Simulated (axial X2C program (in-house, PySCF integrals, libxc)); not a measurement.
**Bond lengths and stretching modes, held linear, of PSH**

Calculated with an axial X2C code built on PySCF integrals: two-component X2C with atomic mean-field Coulomb and Gaunt terms, Gaussian nuclei, basis P dyall-v3z, S dyall-av3z, H dyall-v3z with contracted cores. Spin-free rows use the one-electron spin-free X2C Hamiltonian.

Masses P 30.974, S 31.972, H 1.008 u. States: 2c Ω = 1 (beyond evenly filled blocks: ω = -1/2, ω = 3/2); spin-free M_S = 1, Λ = 0 (beyond evenly filled blocks: π+α, π-α).

PBE0, 2c: energies above the lowest point

```tsv
r(P–S) (Å)	r(S–H) (Å)	E (meV)
1.9919	1.3046	38.99
1.9919	1.3380	24.69
1.9919	1.3715	40.47
2.0430	1.3046	14.61
2.0430	1.3380	0.00
2.0430	1.3715	15.49
2.0430	1.4049	56.08
2.0941	1.3046	37.76
2.0941	1.3380	22.81
2.0941	1.3715	37.98
2.1452	1.3380	82.87
2.1452	1.4049	137.60
```

Fit a quadratic surface with cubic terms in each bond: where is the minimum, and what are the two stretching wavenumbers?

At PBE0, 2c: bonds 2.042 and 1.337 Å; harmonic stretches 557.1 and 2746.3 cm⁻¹; force constants 2.92, 4.34 and coupling -0.03 mdyn/Å.

The other levels and Hamiltonians give:

```
Hamiltonian  level  r(P–S) (Å)  r(S–H) (Å)  lower stretch (cm⁻¹)  upper stretch (cm⁻¹)
         2c     HF       2.074       1.321                 524.6                2883.5
         2c    PBE       2.058       1.348                 536.5                2647.2
         2c    MP2       2.052       1.333                 554.0                2774.5
  spin-free   PBE0       2.042       1.337                 557.3                2747.3
  spin-free     HF       2.074       1.321                 524.9                2884.4
  spin-free    PBE       2.058       1.348                 536.7                2648.3
  spin-free    MP2       2.052       1.333                 554.1                2775.3
```

Each state is one determinant, the lowest of a limited PBE0 search; the stretches come from a fit to these few points and carry an uncertainty of a few per cent. Other orders of the atoms were not compared. MP2 freezes inner shells (threshold -2 hartree). The molecule was held linear; bending was not examined, so a bent shape may lie lower. Hydrosulfides and their kin are strongly bent in nature, so this linear model does not describe the real molecule. Open-shell Ω = 0 determinants with evenly filled partner blocks cannot be reached by this program, so the Ω shown need not be the lowest component. Note: several unpaired electrons, one determinant need not be a pure state.
